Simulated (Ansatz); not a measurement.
`NC(O)O` and `NC(O)(O)F` differ in one atom or group.

Ansatz, PBE0-D4/def2-TZVP geometries, multiplicity 1. Each molecule was computed in one conformer, which needn't be the lowest.

```
                                        property  `NC(O)O`
              HOMO energy (PBE0/def2-TZVPP) / eV     -7.58
           HOMO energy (ωB97M-V/def2-TZVPP) / eV    -10.01
             LUMO energy (B3LYP/def2-TZVPP) / eV      0.66
             HOMO–LUMO gap (PBE/def2-TZVPP) / eV      6.27
size of the dipole moment (B3LYP/def2-TZVPP) / D      1.16
               LUMO energy (PBE/def2-TZVPP) / eV      0.21
```

Task: What does the change do to each property? (Best estimate.)

Result: Ansatz gave: 
| property | `NC(O)(O)F` | shift |
| --- | --- | --- |
| HOMO energy (PBE0/def2-TZVPP) / eV | -8.28 | -0.70 |
| HOMO energy (ωB97M-V/def2-TZVPP) / eV | -10.75 | -0.74 |
| LUMO energy (B3LYP/def2-TZVPP) / eV | 0.52 | -0.14 |
| HOMO–LUMO gap (PBE/def2-TZVPP) / eV | 6.71 | 0.44 |
| size of the dipole moment (B3LYP/def2-TZVPP) / D | 1.07 | -0.09 |
| LUMO energy (PBE/def2-TZVPP) / eV | 0.07 | -0.14 |

With PBE0 the HOMO falls by 0.70 eV and the LUMO falls by 0.14 eV, so the gap widens by about 0.56 eV. PBE moves the HOMO by -0.58 eV and ωB97M-V by -0.74 eV. Dipoles are sizes alone; their direction can turn.

B3LYP here is the variant with VWN-RPA as its local correlation; programs differ in this.
